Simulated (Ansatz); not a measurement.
C3H5NS can be A, `C=C/N=C/S`, or B, `CC(=N)C=S`.

Computed with Ansatz on PBE0-D4/def2-TZVP structures; ΔE is electronic, products minus reactants. CCSD(T)/CBS adds triple-zeta CCSD(T) − MP2 to the extrapolated MP2 energy (def2 sets, frozen cores). Functionals use def2-TZVPP. B3LYP here is the variant with VWN-RPA as its local correlation; programs differ in this. Each species was taken in one conformer, which may not be the lowest.

A:

Z-matrix (Å, degrees):
```
C
C 1 1.330
H 1 1.083 2 120.5
H 1 1.082 2 120.9 3 180.0
N 2 1.387 1 121.8 3 -0.0
H 2 1.094 1 120.5 3 180.0
C 5 1.265 2 117.8 1 180.0
S 7 1.742 5 120.1 2 -180.0
H 7 1.097 5 123.8 2 0.0
H 8 1.342 7 95.7 5 -180.0
```

B:

Z-matrix (Å, degrees):
```
C
C 1 1.494
H 1 1.094 2 110.5
H 1 1.088 2 110.1 3 -120.9
H 1 1.094 2 110.5 3 118.2
N 2 1.267 1 121.0 3 120.9
C 2 1.494 1 115.7 3 -59.2
H 6 1.027 2 109.1 1 -180.0
S 7 1.607 2 125.4 1 179.8
H 7 1.092 2 114.9 1 -0.2
```

Task: Which isomer does CCSD(T)/CBS put lower? Give the gap. (Estimate.)

Result: Computed: B, by 5.3 kcal/mol.

Task: Give E(B) − E(A) in kcal/mol with PBE0-D4, CCSD/def2-TZVPP, CCSD(T)/def2-TZVPP, B3LYP-D4, r2SCAN-D4, PBE-D4, CCSD(T)/def2-SVP. (Estimate.)

Result: The calculation gave: PBE0-D4 -2.5, CCSD/def2-TZVPP -5.3, CCSD(T)/def2-TZVPP -6.0, B3LYP-D4 -2.0, r2SCAN-D4 -2.0, PBE-D4 -1.9, CCSD(T)/def2-SVP -7.7. None reverses the order clearly.

Task: Does the order hold for the free energy at 298.15 K (harmonic terms from PBE0-D4)? (Best estimate.)

Result: Computed: Yes: G(B) − G(A) = -3.7 kcal/mol, for one conformer each.

Largest T1 diagnostic: 0.014.

At CCSD(T), def2-SVP lies −2.4 kcal/mol from the extrapolated value and def2-TZVPP −0.7 kcal/mol. From BLYP to BHLYP (50 % exact exchange), in def2-TZVPP and without D4, E(B) − E(A) moves by −1.1 kcal/mol.
